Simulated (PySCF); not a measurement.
# Accurate constants of PN, step by step

The task here is to estimate one member of a computed series from the others.

Program: PySCF 2.14.0. Level of theory: CCSD(T) on RHF, no relativity in the base curves; scalar relativity is added as a correction. These are calculated values, not measurements.

Set-up of the first run:

| Item | Value |
| --- | --- |
| molecule | PN |
| state | singlet, unpaired electrons none |
| smaller basis | P cc-pV(T+d)Z, N cc-pVTZ |
| larger basis | P cc-pV(Q+d)Z, N cc-pVQZ |
| frozen core orbitals | 6 |
| extrapolation | correlation as n⁻³ (n = 3, 4), Hartree–Fock as (n+1)·exp(−9√n) |
| corrections | core–valence correlation, scalar relativity |
| distances (Å) | 1.3084, 1.3679, 1.4273, 1.4868, 1.5463, 1.6206, 1.6950 |
| masses (u) | 30.9738, 14.0031 |
| dissociation limit | P + N |

Launch:

```bash
OMP_NUM_THREADS=4 python comp.py task.json out
```

One of the session's tables, all rows but one given; the rest of the session is left out.

Parts of the energy along the bond, in eV from P + N:

| R (Å) | HF/CBS | CCSD corr. | (T) | core–valence | relativity |
| --- | --- | --- | --- | --- | --- |
| 1.3084 | -0.738 | -3.561 | -0.3548 | -0.0948 | -0.0039 |
| 1.3679 | -1.519 | -3.697 | -0.3965 | -0.0734 | 0.0016 |
| 1.4273 | -1.817 | -3.848 | -0.4426 | -0.0558 | 0.0053 |
| 1.4868 | -1.761 | -4.014 | -0.4931 | -0.0412 | 0.0077 |
| 1.5463 | ? | ? | ? | ? | ? |
| 1.6206 | -0.809 | -4.433 | -0.6225 | -0.0169 | 0.0095 |
| 1.6950 | 0.012 | -4.689 | -0.7038 | -0.0069 | 0.0093 |

Q: Estimate the row for R (Å) = 1.5463 from the others.

Worked estimate for «HF/CBS». A straight line through the neighbours (1.4868, -1.761) and (1.6206, -0.809) gives -1.761 + (-0.809 + 1.761) × (1.5463 − 1.4868) / (1.6206 − 1.4868) = -1.338; a parabola fitted to 4 rows on both sides gives -1.439.

The run gave: HF/CBS: -1.448; CCSD corr.: -4.194; (T): -0.5480; core–valence: -0.0292; relativity: 0.0090. In «HF/CBS» the line misses by +0.110 and the parabola by +0.009.
